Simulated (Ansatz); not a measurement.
For fcc Ni, PBE-D3(BJ) (PAW; Ansatz, a quantum-chemistry and plane-wave program) gives:

```
Quantity                          Value
------------------------------  -------
equilibrium lattice constant a  3.480 Å
magnetic moment                 0.62 μB
```

Problem. What does HSE06 (Ansatz, plane waves, PAW) give for the same quantities?

Solution. 
- lattice constant a: 3.511 Å (rises by 0.9 %)
- magnetic moment: 0.92 μB (goes up by 0.30 μB)

For comparison: lattice constant a 3.508 Å (measured, static lattice: zero-point anharmonic expansion removed; as tabulated in Mejia-Rodriguez and Trickey (2018), arXiv:1807.09216).

Changes are worked out from the printed values.

Unless a cell is named, each level is at its own relaxed cell (PBE-D3(BJ) 10.54, HSE06 10.82 Å³/atom).

Spin-polarised runs: PBE-D3(BJ) (parallel moments), HSE06 (parallel moments).

Ansatz's density-functional and Hartree–Fock values are scalar-relativistic unless marked +SOC, with PAW data made under PBE.
